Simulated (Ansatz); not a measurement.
# CSO (singlet): wave-function methods side by side, cc-pV(D+d)Z

How much of the correlation energy of CSO (singlet) does each wave-function method recover here?

Computed with Ansatz 0.2.0, Gaussian basis. Level: cc-pV(D+d)Z, core rule «outside noble gas», up to 7 orbitals frozen.

The runs, in order: UHF; CCSD(T) on RHF; BCCD(T) on RHF; CISD; CCSDT(Q) on RHF; CCSDTQ on RHF; CASSCF and MRCISD+Q, 16 electrons in 12 orbitals; CASSCF and NEVPT2, 16 electrons in 12 orbitals.

10 further runs of the same task are left out: 1 that didn't finish, 9 set aside as unsound or not needed.

**1. The system**

The geometry is an MP2(full)/6-31G* stationary point (not a proven minimum).

3 atoms, charge 0, spin multiplicity 1.

Atoms are counted from 1 here; the program's logs count them from 0.

Bond lengths: O1–C2 1.179 Å, C2–S3 1.565 Å. Angles: O1–C2–S3 180.0°.

**2. UHF**

Contents of in.yaml:

```yaml
crystal:
  periodic: [false, false, false]
  atoms:
    - {symbol: O, position_ang: [0.000000, 0.000000, -1.307600]}
    - {symbol: C, position_ang: [0.000000, 0.000000, -0.128849]}
    - {symbol: S, position_ang: [0.000000, 0.000000, 1.436449]}
basis:
  gaussian: {orbitals: "cc-pV(D+d)Z.json"}
magnetization: {spin_polarized: true, initial_magnetization: 0}
hamiltonian: {xc: hf}
output: {orbitals: {seedname: orbitals}}
```

Started as:

```bash
ansatz run in.yaml --threads 1 --pin off --events-out ev --progress --plain --max-ram 3956MiB --backend cpu
```

The runs that follow: CCSD(T) on RHF; BCCD(T) on RHF; CISD; CCSDT(Q) on RHF; CCSDTQ on RHF; CASSCF and MRCISD+Q, 16 electrons in 12 orbitals; CASSCF and NEVPT2, 16 electrons in 12 orbitals.

Before running them: what should the planned runs give, taken together? Wanted: RCCSDTQ below the RHF energy; RMP2 from RCCSDTQ; RCCSD from RCCSDTQ; RCCSD(T) from RCCSDTQ; RCCSDT(Q) from RCCSDTQ; NEVPT2 valence from RCCSDTQ; MRCISD+Q valence from RCCSDTQ; T1 diagnostic; effectively unpaired electrons.

**Answer**, as computed:

```
                         quantity        value
     RCCSDTQ below the RHF energy  -12.7939 eV
                RMP2 from RCCSDTQ   +782.6 meV
               RCCSD from RCCSDTQ   +643.1 meV
            RCCSD(T) from RCCSDTQ    +67.4 meV
           RCCSDT(Q) from RCCSDTQ     -7.5 meV
      NEVPT2 valence from RCCSDTQ  +1628.8 meV
    MRCISD+Q valence from RCCSDTQ   +106.5 meV
levels within 1 kcal/mol (43 meV)    RCCSDT(Q)
                    T1 diagnostic        0.021
   effectively unpaired electrons         0.06
```

What this shows: RCCSD(T) misses by +67.4 meV, 0.5 % of the correlation energy. One determinant dominates. Of the multireference levels listed MRCISD+Q valence comes nearest in total energy (+106.5 meV), which doesn't show that its space is the better one. These misses are within one basis, not against nature.
